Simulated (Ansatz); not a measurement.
Relaxation of C3H6OS (11 atoms, charge 0, multiplicity 1), to a largest force component of 0.015 eV/Å in at most 40 steps.

Computed with RKS PBE/6-31G* (Ansatz).

```xyz
11
Properties=species:S:1:pos:R:3
C -0.274 0.773 0.867
C 0.193 -0.480 0.248
S 1.915 -0.291 -0.241
C -0.513 -0.886 -0.982
O -1.510 -0.262 -1.487
H 0.245 1.111 1.749
H -0.250 1.654 0.148
H -1.333 0.724 1.145
H 0.122 -1.269 1.024
H 1.772 0.733 -1.053
H -0.301 -1.864 -1.398
```

Problem. Where does it end, and by what steps?

Solution. It converged. The force dipped under the threshold on the way, but the program's further checks kept it going. After 10 steps the energy has fallen by 0.486 eV; O5 moved furthest, 0.20 Å.

```json
{"step": "0", "energy less start (eV)": "0.0000", "largest force component (eV/Å)": "4.540", "accepted": "yes"}
{"step": "1", "energy less start (eV)": "-0.1109", "largest force component (eV/Å)": "4.314", "accepted": "yes"}
{"step": "2", "energy less start (eV)": "-0.3462", "largest force component (eV/Å)": "2.436", "accepted": "yes"}
{"step": "3", "energy less start (eV)": "-0.3209", "largest force component (eV/Å)": "2.947", "accepted": "no"}
{"step": "4", "energy less start (eV)": "-0.4802", "largest force component (eV/Å)": "0.297", "accepted": "yes"}
{"step": "5", "energy less start (eV)": "-0.4841", "largest force component (eV/Å)": "0.084", "accepted": "yes"}
{"step": "6", "energy less start (eV)": "-0.4853", "largest force component (eV/Å)": "0.034", "accepted": "yes"}
{"step": "7", "energy less start (eV)": "-0.4855", "largest force component (eV/Å)": "0.020", "accepted": "yes"}
{"step": "8", "energy less start (eV)": "-0.4854", "largest force component (eV/Å)": "0.103", "accepted": "no"}
{"step": "9", "energy less start (eV)": "-0.4856", "largest force component (eV/Å)": "0.011", "accepted": "yes"}
{"step": "10", "energy less start (eV)": "-0.4857", "largest force component (eV/Å)": "0.011", "accepted": "yes"}
```

```xyz
11
Properties=species:S:1:pos:R:3
C -0.347 0.835 0.900
C 0.186 -0.445 0.270
S 1.965 -0.354 -0.260
C -0.570 -0.880 -0.980
O -1.361 -0.165 -1.576
H 0.270 1.135 1.760
H -0.359 1.654 0.163
H -1.386 0.683 1.240
H 0.192 -1.287 0.988
H 1.782 0.672 -1.136
H -0.307 -1.907 -1.347
```

Whether the end is a true minimum wasn't checked by a vibrational analysis.

Time of the run: 44 s on 1 thread of Arm Neoverse V1, with other jobs on the host, peak memory 0.17 GiB.
